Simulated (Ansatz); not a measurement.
Rock-salt SrO: TO phonon frequency at X by level of theory

No measured value is used here.

```json
[
 {"level (code)": "LDA (Ansatz)", "value (cm⁻¹)": "243", "cell (Å³/atom)": "16.23"},
 {"level (code)": "PBE (Ansatz)", "value (cm⁻¹)": "(withheld)", "cell (Å³/atom)": "17.52"},
 {"level (code)": "r²SCAN (Ansatz)", "value (cm⁻¹)": "242", "cell (Å³/atom)": "17.17"}
]
```

**Question.** What belongs in the gaps?

**Answer.** 
- PBE (Ansatz, a first-principles code), value (cm⁻¹): 222

Each level is taken at its own relaxed cell. Cutoffs differ between the levels. Ansatz's density-functional and Hartree–Fock values are scalar-relativistic unless marked +SOC, with PAW data made under PBE.
